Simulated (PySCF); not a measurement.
PySCF input (HF/aug-cc-pVTZ):

```python
import numpy as np, basis_set_exchange as bse
from pyscf import gto, scf, dft, df

basis = {'C': gto.basis.parse(bse.get_basis('aug-cc-pVTZ', elements=['C'], fmt='nwchem')), 'H': gto.basis.parse(bse.get_basis('aug-cc-pVTZ', elements=['H'], fmt='nwchem')), 'N': gto.basis.parse(bse.get_basis('aug-cc-pVTZ', elements=['N'], fmt='nwchem'))}
mol = gto.M(
    atom='''
    C    -0.00000000   -0.00000000   -0.73641303
    N     0.00000000    0.00000000    0.42763309
    H     0.00000000    0.00000000    1.42504654
    ''',
    basis=basis,
    charge=0,
    verbose=4,
    max_memory=2160,
)
mf = scf.RHF(mol)
mf = mf.density_fit(auxbasis=df.autoaux(mol))
mf.max_cycle = 100
mf.conv_tol = 1e-6
print('smallest overlap eigenvalue', np.linalg.eigvalsh(mol.intor('int1e_ovlp'))[0])
mf.kernel()
dip = mf.dip_moment()
```

Output:

```
PySCF version 2.14.0

[INPUT] verbose = 4
[INPUT] num. atoms = 3
[INPUT] num. electrons = 14
[INPUT] charge = 0
[INPUT] spin (= nelec alpha-beta = 2S) = 0
[INPUT] symmetry False subgroup None
[INPUT] Mole.unit = angstrom
[INPUT] Symbol           X                Y                Z      unit          X                Y                Z       unit  Magmom
[INPUT]  1 C      0.000000000000   0.000000000000  -0.736413030000 AA    0.000000000000   0.000000000000  -1.391618941261 Bohr   0.0
[INPUT]  2 N      0.000000000000   0.000000000000   0.427633090000 AA    0.000000000000   0.000000000000   0.808109421901 Bohr   0.0
[INPUT]  3 H      0.000000000000   0.000000000000   1.425046540000 AA    0.000000000000   0.000000000000   2.692947675359 Bohr   0.0

nuclear repulsion = 24.2760571793619
number of shells = 22
number of NR pGTOs = 141
number of NR cGTOs = 115
basis = {'C': [[0, [8236.0, 0.000531, 0.0, -0.000113, 0.0], [1235.0, 0.004108, 0.0, -0.000878, 0.0], [280.8, 0.021087, 0.0, -0.00454, 0.0], [79.27, 0.081853, 0.0, -0.018133, 0.0], [25.59, 0.234817, 0.0, -0.05576, 0.0], [8.997, 0.434401, 0.0, -0.126895, 0.0], [3.319, 0.346129, 0.0, -0.170352, 0.0], [0.9059, 0.039378, 1.0, 0.140382, 0.0], [0.3643, -0.008983, 0.0, 0.598684, 0.0], [0.1285, 0.002385, 0.0, 0.395389, 1.0]], [0, [0.04402, 1.0]], [1, [18.71, 0.0, 0.014031, 0.0], [4.133, 0.0, 0.086866, 0.0], [1.2, 0.0, 0.290216, 0.0], [0.3827, 1.0, 0.501008, 0.0], [0.1209, 0.0, 0.343406, 1.0]], [1, [0.03569, 1.0]], [2, [1.097, 1.0, 0.0], [0.318, 0.0, 1.0]], [2, [0.1, 1.0]], [3, [0.761, 1.0]], [3, [0.268, 1.0]]], 'H': [[0, [33.87, 0.0, 0.006068, 0.0], [5.095, 0.0, 0.045308, 0.0], [1.159, 0.0, 0.202822, 0.0], [0.3258, 1.0, 0.503903, 0.0], [0.1027, 0.0, 0.383421, 1.0]], [0, [0.02526, 1.0]], [1, [1.407, 1.0, 0.0], [0.388, 0.0, 1.0]], [1, [0.102, 1.0]], [2, [1.057, 1.0]], [2, [0.247, 1.0]]], 'N': [[0, [11420.0, 0.000523, 0.0, -0.000115, 0.0], [1712.0, 0.004045, 0.0, -0.000895, 0.0], [389.3, 0.020775, 0.0, -0.004624, 0.0], [110.0, 0.080727, 0.0, -0.018528, 0.0], [35.57, 0.233074, 0.0, -0.057339, 0.0], [12.54, 0.433501, 0.0, -0.132076, 0.0], [4.644, 0.347472, 0.0, -0.17251, 0.0], [1.293, 0.041262, 1.0, 0.151814, 0.0], [0.5118, -0.008508, 0.0, 0.599944, 0.0], [0.1787, 0.002384, 0.0, 0.387462, 1.0]], [0, [0.0576, 1.0]], [1, [26.63, 0.0, 0.01467, 0.0], [5.948, 0.0, 0.091764, 0.0], [1.742, 0.0, 0.298683, 0.0], [0.555, 1.0, 0.498487, 0.0], [0.1725, 0.0, 0.337023, 1.0]], [1, [0.0491, 1.0]], [2, [1.654, 1.0, 0.0], [0.469, 0.0, 1.0]], [2, [0.151, 1.0]], [3, [1.093, 1.0]], [3, [0.364, 1.0]]]}
ecp = {}
ETB for H: l = 0, exps = 0.05052 * 1.8^n , n = 0..12
ETB for H: l = 1, exps = 0.12725999999999998 * 2^n , n = 0..5
ETB for H: l = 2, exps = 0.204 * 2.2^n , n = 0..4
ETB for H: l = 3, exps = 0.349 * 2.2^n , n = 0..3
ETB for C: l = 0, exps = 0.07138 * 1.8^n , n = 0..15
ETB for C: l = 1, exps = 0.07138 * 1.8^n , n = 0..12
ETB for C: l = 2, exps = 0.07138 * 1.8^n , n = 0..11
ETB for C: l = 3, exps = 0.13569 * 2.2^n , n = 0..6
ETB for C: l = 4, exps = 0.2 * 2.2^n , n = 0..4
ETB for N: l = 0, exps = 0.0982 * 1.8^n , n = 0..15
ETB for N: l = 1, exps = 0.0982 * 1.8^n , n = 0..12
ETB for N: l = 2, exps = 0.0982 * 1.8^n , n = 0..11
ETB for N: l = 3, exps = 0.2001 * 2.2^n , n = 0..6
ETB for N: l = 4, exps = 0.302 * 2.2^n , n = 0..4
smallest overlap eigenvalue 0.00010988613179808533

******** <class 'pyscf.df.df_jk.DFRHF'> ********
method = DFRHF
initial guess = minao
damping factor = 0
level_shift factor = 0
DIIS = <class 'pyscf.scf.diis.CDIIS'>
diis_start_cycle = 1
diis_space = 8
diis_damp = 0
SCF conv_tol = 1e-06
SCF conv_tol_grad = None
SCF max_cycles = 100
direct_scf = False
Set gradient conv threshold to 0.001
Initial guess from minao.
******** <class 'pyscf.df.df.DF'> ********
auxbasis = {'H': [[0, [np.float64(58.443121389650436), 1]], [0, [np.float64(32.46840077202801), 1]], [0, [np.float64(18.038000428904454), 1]], [0, [np.float64(10.021111349391363), 1]], [0, [np.float64(5.567284082995202), 1]], [0, [np.float64(3.0929356016640006), 1]], [0, [np.float64(1.7182975564800003), 1]], [0, [np.float64(0.9546097536000001), 1]], [0, [np.float64(0.530338752), 1]], [0, [np.float64(0.29463264000000006), 1]], [0, [np.float64(0.16368480000000002), 1]], [0, [np.float64(0.090936), 1]], [0, [np.float64(0.05052), 1]], [1, [np.float64(4.0723199999999995), 1]], [1, [np.float64(2.0361599999999997), 1]], [1, [np.float64(1.0180799999999999), 1]], [1, [np.float64(0.5090399999999999), 1]], [1, [np.float64(0.25451999999999997), 1]], [1, [np.float64(0.12725999999999998), 1]], [2, [np.float64(4.778822400000001), 1]], [2, [np.float64(2.1721920000000003), 1]], [2, [np.float64(0.9873600000000001), 1]], [2, [np.float64(0.44880000000000003), 1]], [2, [np.float64(0.204), 1]], [3, [np.float64(3.716152000000001), 1]], [3, [np.float64(1.6891600000000002), 1]], [3, [np.float64(0.7678), 1]], [3, [np.float64(0.349), 1]]], 'C': [[0, [np.float64(481.57520720416113), 1]], [0, [np.float64(267.54178178008954), 1]], [0, [np.float64(148.63432321116085), 1]], [0, [np.float64(82.57462400620048), 1]], [0, [np.float64(45.87479111455581), 1]], [0, [np.float64(25.485995063642118), 1]], [0, [np.float64(14.158886146467843), 1]], [0, [np.float64(7.866047859148802), 1]], [0, [np.float64(4.370026588416001), 1]], [0, [np.float64(2.4277925491200003), 1]], [0, [np.float64(1.3487736384000002), 1]], [0, [np.float64(0.749318688), 1]], [0, [np.float64(0.4162881600000001), 1]], [0, [np.float64(0.2312712), 1]], [0, [np.float64(0.12848400000000001), 1]], [0, [np.float64(0.07138), 1]], [1, [np.float64(82.57462400620048), 1]], [1, [np.float64(45.87479111455581), 1]], [1, [np.float64(25.485995063642118), 1]], [1, [np.float64(14.158886146467843), 1]], [1, [np.float64(7.866047859148802), 1]], [1, [np.float64(4.370026588416001), 1]], [1, [np.float64(2.4277925491200003), 1]], [1, [np.float64(1.3487736384000002), 1]], [1, [np.float64(0.749318688), 1]], [1, [np.float64(0.4162881600000001), 1]], [1, [np.float64(0.2312712), 1]], [1, [np.float64(0.12848400000000001), 1]], [1, [np.float64(0.07138), 1]], [2, [np.float64(45.87479111455581), 1]], [2, [np.float64(25.485995063642118), 1]], [2, [np.float64(14.158886146467843), 1]], [2, [np.float64(7.866047859148802), 1]], [2, [np.float64(4.370026588416001), 1]], [2, [np.float64(2.4277925491200003), 1]], [2, [np.float64(1.3487736384000002), 1]], [2, [np.float64(0.749318688), 1]], [2, [np.float64(0.4162881600000001), 1]], [2, [np.float64(0.2312712), 1]], [2, [np.float64(0.12848400000000001), 1]], [2, [np.float64(0.07138), 1]], [3, [np.float64(15.384519173760008), 1]], [3, [np.float64(6.9929632608000025), 1]], [3, [np.float64(3.178619664000001), 1]], [3, [np.float64(1.4448271200000005), 1]], [3, [np.float64(0.6567396000000001), 1]], [3, [np.float64(0.29851800000000006), 1]], [3, [np.float64(0.13569), 1]], [4, [np.float64(4.685120000000001), 1]], [4, [np.float64(2.129600000000001), 1]], [4, [np.float64(0.9680000000000002), 1]], [4, [np.float64(0.44000000000000006), 1]], [4, [np.float64(0.2), 1]]], 'N': [[0, [np.float64(662.5201085380866), 1]], [0, [np.float64(368.0667269656037), 1]], [0, [np.float64(204.48151498089092), 1]], [0, [np.float64(113.60084165605052), 1]], [0, [np.float64(63.11157869780583), 1]], [0, [np.float64(35.06198816544769), 1]], [0, [np.float64(19.478882314137604), 1]], [0, [np.float64(10.821601285632003), 1]], [0, [np.float64(6.012000714240001), 1]], [0, [np.float64(3.3400003968000003), 1]], [0, [np.float64(1.855555776), 1]], [0, [np.float64(1.03086432), 1]], [0, [np.float64(0.5727024000000001), 1]], [0, [np.float64(0.318168), 1]], [0, [np.float64(0.17676), 1]], [0, [np.float64(0.0982), 1]], [1, [np.float64(113.60084165605052), 1]], [1, [np.float64(63.11157869780583), 1]], [1, [np.float64(35.06198816544769), 1]], [1, [np.float64(19.478882314137604), 1]], [1, [np.float64(10.821601285632003), 1]], [1, [np.float64(6.012000714240001), 1]], [1, [np.float64(3.3400003968000003), 1]], [1, [np.float64(1.855555776), 1]], [1, [np.float64(1.03086432), 1]], [1, [np.float64(0.5727024000000001), 1]], [1, [np.float64(0.318168), 1]], [1, [np.float64(0.17676), 1]], [1, [np.float64(0.0982), 1]], [2, [np.float64(63.11157869780583), 1]], [2, [np.float64(35.06198816544769), 1]], [2, [np.float64(19.478882314137604), 1]], [2, [np.float64(10.821601285632003), 1]], [2, [np.float64(6.012000714240001), 1]], [2, [np.float64(3.3400003968000003), 1]], [2, [np.float64(1.855555776), 1]], [2, [np.float64(1.03086432), 1]], [2, [np.float64(0.5727024000000001), 1]], [2, [np.float64(0.318168), 1]], [2, [np.float64(0.17676), 1]], [2, [np.float64(0.0982), 1]], [3, [np.float64(22.68731879040001), 1]], [3, [np.float64(10.312417632000004), 1]], [3, [np.float64(4.687462560000001), 1]], [3, [np.float64(2.130664800000001), 1]], [3, [np.float64(0.9684840000000001), 1]], [3, [np.float64(0.44022000000000006), 1]], [3, [np.float64(0.2001), 1]], [4, [np.float64(7.074531200000002), 1]], [4, [np.float64(3.2156960000000008), 1]], [4, [np.float64(1.46168), 1]], [4, [np.float64(0.6644), 1]], [4, [np.float64(0.302), 1]]]}
init E= -93.0045550124909
  HOMO = -0.343021812802167  LUMO = 0.0321260373692951  gap/eV = 10.20829
cycle= 1 E= -92.8768462868381  delta_E= 0.128  |g|= 0.224  |ddm|=  3.3
  HOMO = -0.493721525788548  LUMO = 0.0210559289056036  gap/eV = 14.00781
cycle= 2 E= -92.8924967672648  delta_E= -0.0157  |g|= 0.0576  |ddm|= 0.506
  HOMO = -0.488710951295261  LUMO = 0.0230998021632871  gap/eV = 13.92708
cycle= 3 E= -92.8936842267236  delta_E= -0.00119  |g|= 0.0245  |ddm|= 0.13
  HOMO = -0.489121093152345  LUMO = 0.022671807560517  gap/eV = 13.92659
cycle= 4 E= -92.8938464581572  delta_E= -0.000162  |g|= 0.00991  |ddm|= 0.0435
  HOMO = -0.491377550617695  LUMO = 0.0227624940195632  gap/eV = 13.99046
cycle= 5 E= -92.8938742268871  delta_E= -2.78e-05  |g|= 0.00159  |ddm|= 0.0187
  HOMO = -0.490776292451056  LUMO = 0.0226871474938477  gap/eV = 13.97205
cycle= 6 E= -92.8938755698397  delta_E= -1.34e-06  |g|= 0.000657  |ddm|= 0.00371
  HOMO = -0.490929843729454  LUMO = 0.0226978081203448  gap/eV = 13.97652
cycle= 7 E= -92.8938757072068  delta_E= -1.37e-07  |g|= 0.000121  |ddm|= 0.00143
  HOMO = -0.490956762329287  LUMO = 0.0227028780549681  gap/eV = 13.97739
Extra cycle  E= -92.8938757109436  delta_E= -3.74e-09  |g|= 5.22e-05  |ddm|= 0.000231
converged SCF energy = -92.8938757109436
Dipole moment(X, Y, Z, Debye): -0.00000, -0.00000,  2.90178
```
